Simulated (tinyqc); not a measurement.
UKS/PBE in the sto-6g basis, for LiH+, spin multiplicity 2, step by step (part 2 of 2). Computed by tinyqc, a small Python program that keeps every step (integrals from PySCF). Command: `OMP_NUM_THREADS=1 python tinyqc.py 21954 21955 out.jsonl` (the two numbers bound the seeds that draw the settings). One thread of a shared host (Intel(R) Xeon(R) Processor @ 2.60GHz), about 3 s of CPU time with the checks.

Geometry (angstrom):
```
atom,x,y,z
Li,0.0000,0.0000,0.0000
H,0.0000,0.0000,1.3790
```

## Iteration 24 (converged): orbitals

converged F(alpha) (hartree):
```
,1Li 1s,1Li 2s,1Li 2px,1Li 2py,1Li 2pz,2H 1s
1Li 1s,-2.1900,-0.5790,0.0000,0.0000,-0.0073,-0.2769
1Li 2s,-0.5790,-0.4654,0.0000,0.0000,-0.0918,-0.3631
1Li 2px,0.0000,0.0000,-0.2200,0.0000,0.0000,0.0000
1Li 2py,0.0000,0.0000,0.0000,-0.2200,0.0000,0.0000
1Li 2pz,-0.0073,-0.0918,0.0000,0.0000,-0.3156,-0.3841
2H 1s,-0.2769,-0.3631,0.0000,0.0000,-0.3841,-0.6144
```

converged F(beta) (hartree):
```
,1Li 1s,1Li 2s,1Li 2px,1Li 2py,1Li 2pz,2H 1s
1Li 1s,-2.1854,-0.5767,0.0000,0.0000,-0.0051,-0.2726
1Li 2s,-0.5767,-0.4097,0.0000,0.0000,-0.0352,-0.2650
1Li 2px,0.0000,0.0000,-0.1812,0.0000,0.0000,0.0000
1Li 2py,0.0000,0.0000,0.0000,-0.1812,0.0000,0.0000
1Li 2pz,-0.0051,-0.0352,0.0000,0.0000,-0.2262,-0.2328
2H 1s,-0.2726,-0.2650,0.0000,0.0000,-0.2328,-0.2096
```

X:
```
,1Li 1s,1Li 2s,1Li 2px,1Li 2py,1Li 2pz,2H 1s
1Li 1s,1.0221,-0.1174,0.0000,0.0000,0.0058,-0.0186
1Li 2s,-0.1174,1.1458,0.0000,0.0000,0.1505,-0.3443
1Li 2px,0.0000,0.0000,1.0000,0.0000,0.0000,0.0000
1Li 2py,0.0000,0.0000,0.0000,1.0000,0.0000,0.0000
1Li 2pz,0.0058,0.1505,0.0000,0.0000,1.1827,-0.4182
2H 1s,-0.0186,-0.3443,0.0000,0.0000,-0.4182,1.3087
```

Diagonalise F' = X^T F X, C = X C', fill 2 alpha and 1 beta electrons from the bottom; D(s) = C_occ C_occ^T. Each column has its largest component positive (the first on a tie).

F' = X^T F X (alpha) (hartree):
```
,1,2,3,4,5,6
1,-2.1465,-0.2732,0.0000,0.0000,0.0144,-0.0832
2,-0.2732,-0.2929,0.0000,0.0000,0.0179,-0.1649
3,0.0000,0.0000,-0.2200,0.0000,0.0000,0.0000
4,0.0000,0.0000,0.0000,-0.2200,0.0000,0.0000
5,0.0144,0.0179,0.0000,0.0000,-0.1663,-0.2269
6,-0.0832,-0.1649,0.0000,0.0000,-0.2269,-0.4362
```

orbital energies (alpha) (hartree): MO1 -2.1924, MO2 -0.6058, MO3 -0.2437, MO4 -0.2200, MO5 -0.2200, MO6 -0.0001

coefficients C (alpha):
```
,MO1,MO2,MO3,MO4,MO5,MO6
1Li 1s,0.9907,-0.1540,-0.2264,0.0000,0.0000,-0.0499
1Li 2s,0.0318,0.1653,0.9602,0.0000,0.0000,0.7193
1Li 2px,0.0000,0.0000,0.0000,0.6340,0.7733,0.0000
1Li 2py,0.0000,0.0000,0.0000,0.7733,-0.6340,0.0000
1Li 2pz,0.0008,0.1984,-0.4043,0.0000,0.0000,1.1805
2H 1s,0.0107,0.8081,-0.2283,0.0000,0.0000,-1.1407
```

F' = X^T F X (beta) (hartree):
```
,1,2,3,4,5,6
1,-2.1412,-0.2765,0.0000,0.0000,0.0114,-0.0965
2,-0.2765,-0.2437,0.0000,0.0000,0.0563,-0.1950
3,0.0000,0.0000,-0.1812,0.0000,0.0000,0.0000
4,0.0000,0.0000,0.0000,-0.1812,0.0000,0.0000
5,0.0114,0.0563,0.0000,0.0000,-0.1111,-0.2280
6,-0.0965,-0.1950,0.0000,0.0000,-0.2280,0.0414
```

orbital energies (beta) (hartree): MO1 -2.1876, MO2 -0.3280, MO3 -0.2160, MO4 -0.1812, MO5 -0.1812, MO6 0.2771

coefficients C (beta):
```
,MO1,MO2,MO3,MO4,MO5,MO6
1Li 1s,0.9914,-0.2142,-0.1710,0.0000,0.0000,0.0306
1Li 2s,0.0320,0.6206,0.7191,0.0000,0.0000,-0.7513
1Li 2px,0.0000,0.0000,0.0000,0.9174,0.3980,0.0000
1Li 2py,0.0000,0.0000,0.0000,-0.3980,0.9174,0.0000
1Li 2pz,0.0007,0.3957,-0.6844,0.0000,0.0000,-0.9856
2H 1s,0.0050,0.3630,-0.1514,0.0000,0.0000,1.3608
```

D(alpha) after iteration 24:
```
,1Li 1s,1Li 2s,1Li 2px,1Li 2py,1Li 2pz,2H 1s
1Li 1s,1.0051,0.0060,0.0000,0.0000,-0.0298,-0.1139
1Li 2s,0.0060,0.0283,0.0000,0.0000,0.0328,0.1340
1Li 2px,0.0000,0.0000,0.0000,0.0000,0.0000,0.0000
1Li 2py,0.0000,0.0000,0.0000,0.0000,0.0000,0.0000
1Li 2pz,-0.0298,0.0328,0.0000,0.0000,0.0394,0.1604
2H 1s,-0.1139,0.1340,0.0000,0.0000,0.1604,0.6532
```

D(beta) after iteration 24:
```
,1Li 1s,1Li 2s,1Li 2px,1Li 2py,1Li 2pz,2H 1s
1Li 1s,0.9828,0.0317,0.0000,0.0000,0.0007,0.0050
1Li 2s,0.0317,0.0010,0.0000,0.0000,0.0000,0.0002
1Li 2px,0.0000,0.0000,0.0000,0.0000,0.0000,0.0000
1Li 2py,0.0000,0.0000,0.0000,0.0000,0.0000,0.0000
1Li 2pz,0.0007,0.0000,0.0000,0.0000,0.0000,0.0000
2H 1s,0.0050,0.0002,0.0000,0.0000,0.0000,0.0000
```

Within a degenerate level the vectors are fixed only up to a rotation; this is one choice.

## Convergence

Stop when the energy changes by less than 1e-10 hartree and every element of the error matrix X^T (F D S - S D F) X (for each spin) is below 3e-06.

Course of the cycle:
```
iteration,E (hartree),change,largest element of the error matrix
1,-7.681211,-,1.22e-01
2,-7.694029,-1.28e-02,3.99e-02
3,-7.695448,-1.42e-03,1.29e-02
4,-7.695612,-1.64e-04,4.11e-03
5,-7.695635,-2.27e-05,1.53e-03
6,-7.695640,-5.19e-06,1.08e-03
7,-7.695642,-1.86e-06,7.66e-04
8,-7.695643,-8.53e-07,5.42e-04
9,-7.695643,-4.22e-07,3.85e-04
10,-7.695643,-2.16e-07,2.74e-04
11,-7.695644,-1.12e-07,1.96e-04
12,-7.695644,-5.90e-08,1.40e-04
13,-7.695644,-3.11e-08,1.01e-04
14,-7.695644,-1.65e-08,7.24e-05
15,-7.695644,-8.77e-09,5.22e-05
16,-7.695644,-4.68e-09,3.77e-05
17,-7.695644,-2.50e-09,2.73e-05
18,-7.695644,-1.34e-09,1.98e-05
19,-7.695644,-7.19e-10,1.44e-05
20,-7.695644,-3.86e-10,1.05e-05
21,-7.695644,-2.07e-10,7.65e-06
22,-7.695644,-1.12e-10,5.58e-06
23,-7.695644,-6.00e-11,4.08e-06
24,-7.695644,-3.23e-11,2.98e-06
```

PySCF UKS in the same basis, fine grid, after a stability check = -7.701792 hartree

Converged in 24 iterations. The coarse grid moves the energy by +6.15e-03 hartree.

## Populations, bond orders and dipole

overlap S:
```
,1Li 1s,1Li 2s,1Li 2px,1Li 2py,1Li 2pz,2H 1s
1Li 1s,1.0000,0.2357,0.0000,0.0000,0.0000,0.1090
1Li 2s,0.2357,1.0000,0.0000,0.0000,0.0000,0.4520
1Li 2px,0.0000,0.0000,1.0000,0.0000,0.0000,0.0000
1Li 2py,0.0000,0.0000,0.0000,1.0000,0.0000,0.0000
1Li 2pz,0.0000,0.0000,0.0000,0.0000,1.0000,0.5452
2H 1s,0.1090,0.4520,0.0000,0.0000,0.5452,1.0000
```

Mulliken: Z minus the diagonal of D S on the atom; Loewdin: the same with S^(1/2) D S^(1/2); Mayer order: 2 sum_s sum (D(s) S)_ij (D(s) S)_ji over the two atoms.

Charges (e):
```
atom,Mulliken,Loewdin,Mulliken spin
1Li,0.7894,0.7090,0.2119
2H,0.2106,0.2910,0.7881
```

Mayer bond orders:
```
pair,order
2-1,0.3345
```

dipole moment about the origin, x y z (debye): 0.0000  0.0000  0.2801

<S^2> of the determinant (pure state: 0.75) = 0.7500
